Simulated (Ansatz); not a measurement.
```
atom   x (Å)   y (Å)   z (Å)
   N  0.0000  0.0000  0.0000
   H  0.0000  0.0000  1.0400
```

Basis set: pcseg-2 (spherical functions). Charge 0, multiplicity 3.

Computed with Ansatz (development build ahead of 0.2.0); free ground-state atoms in the same class of orbitals, no zero-point energy, no relativity. Restricted functionals stand beside restricted open-shell atoms, which can lie above the unrestricted atoms usual in DFT and then raise those values.

The atomization energy of triplet NH from measured heats of formation, zero-point and thermal terms removed is 3.623 eV (G2/97 set, Curtiss et al., J. Chem. Phys. 106, 1063 (1997), as shipped with ASE); it holds spin-orbit and other relativistic effects.

Q: How far do PBE0 (restricted open-shell), PBE (unrestricted), UHF miss it in this basis?

A:

```json
{"method": "PBE0 (restricted open-shell)", "atomization energy (eV)": "3.628", "computed − measured (eV)": "0.005"}
{"method": "PBE (unrestricted)", "atomization energy (eV)": "3.818", "computed − measured (eV)": "0.195"}
{"method": "UHF", "atomization energy (eV)": "2.216", "computed − measured (eV)": "-1.407"}
```
